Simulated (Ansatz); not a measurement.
Results of PBEsol (Ansatz, an electronic-structure program, PAW) for 1T (CdI2-type) CdI₂.

Numerical settings: plane-wave cutoff 520 eV, 12×12×6 k mesh (along the axes of the cell as run), scalar-relativistic PAW data made under PBE.

Cell (measured lattice):

Space group P-3m1 (No. 164); a = b = 4.244 Å, c = 6.859 Å, α = β = 90.00°, γ = 120.00°

```json
[
 {"atom": "Cd", "site": "1a", "symmetry": "-3m.", "x": "0.0000", "y": "0.0000", "z": "0.0000"},
 {"atom": "I", "site": "2d", "symmetry": "3m.", "x": "0.6667", "y": "0.3333", "z": "0.2465"}
]
```

Question: Give the computed elastic constant C66, Voigt–Reuss–Hill bulk modulus, Young modulus, elastic constant C13, elastic constant C11, elastic constant C12, elastic constant C33 and elastic constant C44.

Answer: 
- elastic constant C66 = 12.5 GPa
- Voigt–Reuss–Hill bulk modulus = 13.3 GPa
- Young modulus = 18.2 GPa
- elastic constant C13 = 5.26 GPa
- elastic constant C11 = 39.4 GPa
- elastic constant C12 = 14.4 GPa
- elastic constant C33 = 12.8 GPa
- elastic constant C44 = 3.71 GPa

Note: the cell isn't this level's own, so it is under some stress, which shifts stiffness and frequencies.

Elastic constants are with the ions relaxed.

Spin–orbit coupling is not included.

Computed values are for the static lattice.

The result took about 40 core-minutes (a rough figure).
